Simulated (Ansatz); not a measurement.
Abridged output of a molecular run in Ansatz:

```
Functional definition: HF
584 factors; integrals over basis functions are off by at most 1.2e-3 eV
mean field evaluation 1: about -7875.6783 eV, gradient 5.5e0 eV
mean field evaluation 2: about -7875.6783 eV, gradient 5.5e0 eV
mean field evaluation 4: about -7876.1224 eV, gradient 6.6e-1 eV
mean field evaluation 8: about -7876.1307 eV, gradient 2.5e-3 eV
mean field evaluation 32: about -7876.1307 eV, gradient 5.0e-3 eV
mean field evaluation 64: about -7876.1307 eV, gradient 6.3e-4 eV
mean field -7876.13108900 eV, -289.4424788873 hartree, gradient 3.0e-6 eV, S^2 0.798674; 6 other end points of the search recorded, 0 dependent functions left out
5 core orbitals not correlated: weight in the atoms' cores, before any rotation towards them, 1.000 or more for the frozen orbitals, at most 0.000 for the correlated occupied ones
reference -7876.13108900 eV, -289.4424788873 hartree; 3, 2 occupied and 92, 93 virtual orbitals, 584 factors
second order -2.33652403 eV of doubles, -0.00000000 eV of singles
cycle   1  -2.71695228 eV  change   -3.8e-1 eV  update   6.2e-2
cycle   2  -2.93115712 eV  change   -2.1e-1 eV  update   3.1e-2
cycle   3  -2.95021887 eV  change   -1.9e-2 eV  update   1.3e-2
cycle   4  -2.95662368 eV  change   -6.4e-3 eV  update   7.5e-3
cycle   5  -2.95962389 eV  change   -3.0e-3 eV  update   5.0e-3
cycle   6  -2.96088354 eV  change   -1.3e-3 eV  update   2.4e-3
cycle   7  -2.96194188 eV  change   -1.1e-3 eV  update   1.0e-3
cycle   8  -2.96187529 eV  change    6.7e-5 eV  update   5.4e-4
cycle   9  -2.96182367 eV  change    5.2e-5 eV  update   2.6e-4
cycle  10  -2.96196628 eV  change   -1.4e-4 eV  update   1.3e-4
cycle  11  -2.96197216 eV  change   -5.9e-6 eV  update   5.0e-5
cycle  12  -2.96196722 eV  change    4.9e-6 eV  update   1.7e-5
cycle  13  -2.96195938 eV  change    7.8e-6 eV  update   6.1e-6
cycle  14  -2.96196268 eV  change   -3.3e-6 eV  update   2.8e-6
perturbative correction -0.09426076 eV, -0.0034640189 hartree
Total energy: -7879.18731244 eV, -289.5547930272 hartree
Checks for a lower state left out: cluster_reference
```

Its atoms:

Z-matrix (Å, degrees):
```
Si
H 1 1.532
```

(1) Which basis set was used?
A. cc-pV(T+d)Z
B. def2-TZVPP
C. def2-QZVPP
D. cc-pV(D+d)Z

(2) Write the keys of the input that set method, charge and spin (a neutral closed shell needs none for the last two).

Results:

(1) C. It gives 100 functions.

(2) 
```yaml
magnetization: {spin_polarized: true, initial_magnetization: 1}
correlation: {method: ccsd_t}
scf: {omitted_lower_state_checks: [cluster_reference]}
```
